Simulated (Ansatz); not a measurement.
# AlH2ClO (SMILES [OH][AlH][Cl]): methods side by side

AlH2ClO: 5 atoms, total charge 0, spin state singlet. SMILES: `[OH][AlH][Cl]`. The shape is that of a PBE0-D4/def2-TZVP optimisation. This is one conformer, not always the lowest.

```xyz
5

O    -1.1101    0.3709   -0.5144
Al    0.4310    0.1849    0.1375
Cl    1.1149   -1.7254    0.6628
H    -1.7195   -0.3491   -0.6695
H     1.3335    1.4450    0.3422
```

Each level gives the energy change with the Al2–Cl3 bond stretched from 2.096 to 2.620 Å (eV). The values are calculated.

```csv
level,kind,program,value (eV),less FCI/STO-3G
PBE/STO-3G (restricted),GGA,Ansatz,1.39,-0.27
r2SCAN/STO-3G (restricted),meta-GGA,Ansatz,1.50,-0.16
PBE0/STO-3G (restricted),global hybrid,Ansatz,1.58,-0.08
wB97M-V/STO-3G (restricted),range-separated hybrid,Ansatz,1.66,0.00
wB97X/STO-3G (restricted),range-separated hybrid,Ansatz,1.67,+0.01
B2PLYP/STO-3G (restricted),double hybrid,Ansatz,1.59,-0.07
RPA@PBE/STO-3G (restricted),RPA,Ansatz,1.46,-0.20
MP2/STO-3G (restricted),perturbation theory,Ansatz,1.73,+0.07
CCSDTQ/STO-3G (restricted),coupled cluster or CI,Ansatz,1.66,0.00
FCI/STO-3G,exact in the basis,Ansatz,1.66,0.00
```

FCI/STO-3G is exact within its basis and frozen core, so for wave-function methods in that basis the difference is their error; functionals converge differently with the basis, so for them it is only a difference. The first shape isn't each level's own minimum. The values span 1.39 to 1.73 eV. All rows use very small basis sets, so even the best lies far from the true value.
